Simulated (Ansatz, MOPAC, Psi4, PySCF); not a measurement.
Gas-phase reaction in SMILES: C=C=C + 4 [H][H] (H2) -> 3 C (CH4)

Wanted: energy of full hydrogenation (enthalpy at 298 K), in kcal/mol. Terms: dispersion terms only where a functional's name holds one; PM7 with its own dispersion and hydrogen-bond terms; non-relativistic; spin-orbit terms left out; frozen cores in correlated levels; six Cartesian d functions in 6-31G* and its kin unless marked 5d; 6-311+G** with 5d. CBS marks a two-point X^-3 extrapolation of the correlation energy; Hartree-Fock from the larger set. The bracket is a focal-point correction in the basis named. Ab initio and DFT rows: single points at B3LYP-D3(BJ) geometries (Ansatz, a quantum-chemistry and plane-wave program), with unscaled harmonic terms from B3LYP/6-31G* at its own minima. Semi-empirical rows: MOPAC heats of formation at their own minima for 298 K.

Measured values: Active Thermochemical Tables 1.112 (ions: stationary electron), as tabulated in the package chemicals; they hold spin-orbit and core effects, anharmonicity. 

Value to compare with, the measured value: -98.9 kcal/mol.

```json
[
 {"level": "PM7", "program": "MOPAC", "energy of full hydrogenation (enthalpy at 298 K) (kcal/mol)": "47.0", "error": "145.9"},
 {"level": "BP86/def2-SVP", "program": "PySCF", "energy of full hydrogenation (enthalpy at 298 K) (kcal/mol)": "-97.7", "error": "1.2"},
 {"level": "B3LYP/STO-3G", "program": "Ansatz", "energy of full hydrogenation (enthalpy at 298 K) (kcal/mol)": "-135.0", "error": "-36.1"},
 {"level": "B3LYP/6-31G*", "program": "Ansatz", "energy of full hydrogenation (enthalpy at 298 K) (kcal/mol)": "-102.0", "error": "-3.1"},
 {"level": "B3LYP/cc-pVDZ", "program": "Ansatz", "energy of full hydrogenation (enthalpy at 298 K) (kcal/mol)": "-99.1", "error": "-0.2"},
 {"level": "B3LYP/6-311+G**", "program": "Ansatz", "energy of full hydrogenation (enthalpy at 298 K) (kcal/mol)": "-97.3", "error": "1.6"},
 {"level": "wB97X-D/6-31G*", "program": "Psi4", "energy of full hydrogenation (enthalpy at 298 K) (kcal/mol)": "-110.0", "error": "-11.1"},
 {"level": "MP2/STO-3G", "program": "Ansatz", "energy of full hydrogenation (enthalpy at 298 K) (kcal/mol)": "-121.2", "error": "-22.3"},
 {"level": "MP2/6-31G*", "program": "Ansatz", "energy of full hydrogenation (enthalpy at 298 K) (kcal/mol)": "-96.9", "error": "2.0"},
 {"level": "MP2/6-311+G**", "program": "Ansatz", "energy of full hydrogenation (enthalpy at 298 K) (kcal/mol)": "-98.4", "error": "0.5"},
 {"level": "PBE/def2-TZVPD", "program": "Ansatz", "energy of full hydrogenation (enthalpy at 298 K) (kcal/mol)": "-96.0", "error": "2.9"},
 {"level": "r2SCAN-D4/def2-TZVPD", "program": "Ansatz + dftd4", "energy of full hydrogenation (enthalpy at 298 K) (kcal/mol)": "-98.4", "error": "0.5"},
 {"level": "wB97X-V/def2-TZVPD", "program": "Ansatz", "energy of full hydrogenation (enthalpy at 298 K) (kcal/mol)": "-103.1", "error": "-4.2"},
 {"level": "RI-MP2/CBS(aug-cc-pVTZ,aug-cc-pVQZ)+[CCSD(T)-MP2]/aug-cc-pVTZ", "program": "Ansatz", "energy of full hydrogenation (enthalpy at 298 K) (kcal/mol)": "-98.6", "error": "0.3"}
]
```

Among the 10 habitual levels, PM7 lies farthest from the measured value (145.9 kcal/mol); 5 of 10 lie above it, and their mean absolute error is 22.4 kcal/mol, the median 2.5. One case shows no general order.

The levels are drawn from those run, B3LYP/6-31G* more often than the rest, none by its result; runs whose electronic state is in doubt are left out.
